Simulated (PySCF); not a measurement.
# fluoroacetonitrile (C₂H₂FN): NMR shifts, electronic excitations and K edges in gas and solvents, part 2 of 2

PySCF 2.14.0. Atoms count from 0. Earlier steps stand in the parts before.

### Step 10. Excited states and response: PBE0/def2-SVPD in chloroform

Job settings and geometry (Å):

```
{"job": {"kind": "uv", "xc": "PBE0", "basis": "def2-SVPD", "solvent": "chloroform", "nstates": 6, "ntriplets": 0}, "charge": 0, "multiplicity": 1}
N      2.221815     0.010068    -0.023790
C      1.066601    -0.023458    -0.004277
C     -0.398767    -0.061315     0.019366
F     -0.921039     1.192996     0.025727
H     -0.725729    -0.606929     0.920671
H     -0.754348    -0.609770    -0.869229
```

With the program's defaults for keys left out, this is: TDDFT PBE0/def2-SVPD, vertical, IEF-PCM chloroform (non-equilibrium linear response), core orbitals frozen in the response.

Log:

```text
coarse grid: 5560 points
cycle   1  E = -231.4838296582  dE =  4.115e-01  |g| = 5.120e-01  |ddm| = 2.960e+00
cycle   2  E = -231.3391913855  dE =  1.446e-01  |g| = 9.822e-01  |ddm| = 1.341e+00
cycle   3  E = -231.5346122688  dE = -1.954e-01  |g| = 1.228e-01  |ddm| = 9.235e-01
cycle   4  E = -231.5372399188  dE = -2.628e-03  |g| = 4.618e-02  |ddm| = 1.367e-01
cycle   5  E = -231.5376397391  dE = -3.998e-04  |g| = 7.082e-03  |ddm| = 4.396e-02
cycle   6  E = -231.5376493559  dE = -9.617e-06  |g| = 1.857e-03  |ddm| = 8.601e-03
final grid: 55760 points
cycle   7  E = -231.5654876481  dE = -1.142e-05  |g| = 5.254e-03  |ddm| = 3.030e-02
cycle   8  E = -231.5654863874  dE =  1.261e-06  |g| = 6.040e-03  |ddm| = 1.204e-02
cycle   9  E = -231.5654938262  dE = -7.439e-06  |g| = 1.346e-03  |ddm| = 5.974e-03
cycle  10  E = -231.5654941647  dE = -3.385e-07  |g| = 3.244e-04  |ddm| = 1.370e-03
cycle  11  E = -231.5654941861  dE = -2.146e-08  |g| = 8.039e-05  |ddm| = 3.306e-04
cycle  12  E = -231.5654941873  dE = -1.125e-09  |g| = 1.781e-05  |ddm| = 6.948e-05
cycle  13  E = -231.5654941873  dE = -7.338e-11  |g| = 3.406e-06  |ddm| = 3.068e-05
converged SCF energy = -231.5654941873

Static polarisability (au): isotropic 34.604, principal 27.902 29.344 46.566

Singlet excitations
state   eV       nm        f      main configurations
  1   7.1305    173.9   0.00052   H->L 0.93
  2   7.9767    155.4   0.00441   H-1->L 0.55, H->L+1 0.40
  3   8.3983    147.6   0.00039   H-1->L+1 0.95
  4   8.5453    145.1   0.01183   H-2->L 0.98
  5   8.9439    138.6   0.00013   H-3->L 0.87
  6   9.2462    134.1   0.00488   H->L+2 0.90
```

It took 4.1 s on 1 thread, shared host.

This run: HOMO -9.86 eV, LUMO -0.53 eV; lowest singlet 7.13 eV.

### Step 11. K-edge absorption: BHandHLYP/aug-pcX-1+pcseg-1

Job settings and geometry (Å):

```
{"job": {"kind": "xas", "xc": "BHandHLYP", "basis": {"default": "aug-pcX-1", "H": "pcseg-1"}}, "charge": 0, "multiplicity": 1}
N      2.221815     0.010068    -0.023790
C      1.066601    -0.023458    -0.004277
C     -0.398767    -0.061315     0.019366
F     -0.921039     1.192996     0.025727
H     -0.725729    -0.606929     0.920671
H     -0.754348    -0.609770    -0.869229
```

Level: core-valence-separated TDA BHandHLYP/aug-pcX-1 H:pcseg-1, K edges, non-relativistic, gas phase.

Log:

```text
coarse grid: 5560 points
cycle   1  E = -231.7239138495  dE =  4.719e-01  |g| = 6.247e-01  |ddm| = 2.802e+00
cycle   2  E = -231.6247619207  dE =  9.915e-02  |g| = 9.737e-01  |ddm| = 1.010e+00
cycle   3  E = -231.8067934736  dE = -1.820e-01  |g| = 1.045e-01  |ddm| = 6.754e-01
cycle   4  E = -231.8082750878  dE = -1.482e-03  |g| = 5.907e-02  |ddm| = 9.115e-02
cycle   5  E = -231.8088927497  dE = -6.177e-04  |g| = 7.790e-03  |ddm| = 5.136e-02
cycle   6  E = -231.8089039479  dE = -1.120e-05  |g| = 2.253e-03  |ddm| = 8.620e-03
cycle   7  E = -231.8089050879  dE = -1.140e-06  |g| = 4.540e-04  |ddm| = 2.644e-03
final grid: 55760 points
cycle   8  E = -231.8302343977  dE = -4.714e-05  |g| = 2.466e-03  |ddm| = 2.097e-02
cycle   9  E = -231.8302342095  dE =  1.882e-07  |g| = 2.431e-03  |ddm| = 2.780e-03
cycle  10  E = -231.8302351275  dE = -9.180e-07  |g| = 6.125e-04  |ddm| = 1.701e-03
cycle  11  E = -231.8302351794  dE = -5.189e-08  |g| = 3.536e-04  |ddm| = 5.391e-04
cycle  12  E = -231.8302352026  dE = -2.328e-08  |g| = 4.479e-05  |ddm| = 2.386e-04
cycle  13  E = -231.8302352030  dE = -3.787e-10  |g| = 1.150e-05  |ddm| = 3.303e-05
converged SCF energy = -231.8302352030

C K edge
   eV          f      from atoms
  283.669   0.05369   C1
  284.040   0.06526   C1
  287.018   0.00159   C1
  287.050   0.04167   C2
  288.378   0.01428   C1
  288.655   0.00020   C1
  288.743   0.00089   C1
  288.925   0.02461   C2
  288.972   0.00438   C2
  289.509   0.01064   C1
  289.873   0.00619   C1
  290.124   0.00195   C1

N K edge
   eV          f      from atoms
  396.846   0.06447   N0
  397.568   0.06339   N0
  401.285   0.00098   N0
  402.536   0.00198   N0
  402.705   0.00070   N0
  402.901   0.00065   N0
  403.606   0.00545   N0
  403.815   0.00395   N0

F K edge
   eV          f      from atoms
  684.616   0.03133   F3
  687.066   0.00529   F3
  687.889   0.00014   F3
  688.420   0.00344   F3
  688.430   0.00403   F3
  688.489   0.00269   F3
  689.773   0.00222   F3
  689.906   0.00619   F3
```

Wall time 4.7 s (1 thread, shared host).

### Step 12. Side by side: NMR shifts

Shifts (ppm), means over like atoms, with basis size and wall time (the measured row can stand on another reference than the computed rows):

| run | C1 | C2 | H4 | N0 | F3 | functions | time |
| --- | --- | --- | --- | --- | --- | --- | --- |
| PBE0/pcSseg-1 in acetonitrile | 126.0 | 69.7 | 5.34 | 303.8 | -266.2 | 78 | 3.8 s |
| PBE0/pcSseg-1 in chloroform | 124.2 | 68.9 | 5.20 | 309.1 | -264.3 | 78 | 2.6 s |
| PBE0/pcSseg-1 in tetrahydrofuran | 124.9 | 69.2 | 5.26 | 307.0 | -265.1 | 78 | 2.6 s |
| WP04/pcSseg-1 in chloroform | 119.2 | 71.6 | 5.12 | 293.2 | -246.0 | 78 | 2.7 s |
| wB97X-D/pcSseg-1 in chloroform | 125.1 | 69.3 | 5.17 | 306.4 | -255.4 | 78 | 3.3 s |
| measured | – | – | – | – | -251.0 | – | – |

Measured: University of Colorado NMR facility, 19F NMR Reference Standards.

### Step 13. Side by side: electronic excitations

Excitations and ground-state properties, with basis size and wall time:

| run | lowest singlet (eV) | brightest (eV) | f | gap (eV) | α (Å³) | μ (D) | functions | time |
| --- | --- | --- | --- | --- | --- | --- | --- | --- |
| PBE0/def2-SVPD | 7.09 | 8.40 | 0.010 | 9.30 | 4.37 | 3.27 | 99 | 5 s |
| PBE0/def2-SVPD in acetonitrile | 7.14 | 8.60 | 0.010 | 9.33 | 5.45 | 4.21 | 99 | 4.1 s |
| PBE0/def2-SVPD in chloroform | 7.13 | 8.55 | 0.012 | 9.33 | 5.13 | 3.95 | 99 | 4.1 s |

The continuum's effect on the ground state:

| solvent | ε | polarisation energy (Eh) | μ (D) |
| --- | --- | --- | --- |
| chloroform | 4.71 | -0.0089 | 3.95 |
| acetonitrile | 35.69 | -0.0130 | 4.21 |

### Step 14. Summary of results

The summary covers parts 1 to 2.

| quantity | value |
| --- | --- |
| point group | Cs |
| rotational constants (main isotopes) | 36.86, 4.80, 4.37 GHz |
| 13C shifts against TMS (PBE0/pcSseg-1, acetonitrile) | 126.0, 69.7 ppm |
| 1H shifts against TMS (PBE0/pcSseg-1, acetonitrile, means over atoms taken as alike) | 5.34 ppm |
| 15N shifts against NH3 (PBE0/pcSseg-1, acetonitrile) | 303.8 ppm |
| 19F shifts against CFCl3 (PBE0/pcSseg-1, acetonitrile) | -266.2 ppm |
| measured, and computed on the same scale | F3 δ -251.0, -266.2 ppm |
| lowest singlet (PBE0/def2-SVPD) | 7.09 eV (175 nm), f = 0.000 |
| brightest single state of those computed | state 4, 8.40 eV, f = 0.010 |
| C K edge | first line 283.67 eV, strongest 284.04 eV (f = 0.065) |
| N K edge | first line 396.85 eV, strongest 396.85 eV (f = 0.064) |
| F K edge | first line 684.62 eV, strongest 684.62 eV (f = 0.031) |
| range of the shift of N0 (PBE0/pcSseg-1 runs) | 303.8 to 309.1 ppm |
| range of the lowest singlet | 7.09 to 7.14 eV |

What this shows: Relaxing lowered the energy by 0.029 eV in 3 steps; the close pair that moved most is C1–C2, from 1.450 to 1.466 Å. C1 (nitrile carbon) lies farthest downfield among carbon, at 126.0 ppm; this is the usual window of a C≡N carbon, which has no attached hydrogen. The one measured 19F shift is missed by -15.2 ppm (computed less measured, unscaled). Vibration and temperature are missing from the calculation, so part of the miss against the measured shifts is not the functional's. At the F edge the strongest single line lifts a 1s electron of F3 into several orbitals, led by LUMO (weight 0.42), and it is the first line. Absolute edge energies from this method are off by several eV; spacings are better. At one level, PBE0/pcSseg-1: In ppm, N0 moves most: its shift spreads over 5.2 ppm, from 303.8 (PBE0/pcSseg-1 in acetonitrile) to 309.1 (PBE0/pcSseg-1 in chloroform). The lowest singlet runs from 7.09 eV (PBE0/def2-SVPD) to 7.14 eV (PBE0/def2-SVPD in acetonitrile), while the orbital gap spans 9.30 to 9.33 eV. The lowest state need not be the same one in every run. The continuum holds electrostatics alone: no hydrogen bonds to the solvent, and the gas-phase geometry is kept.
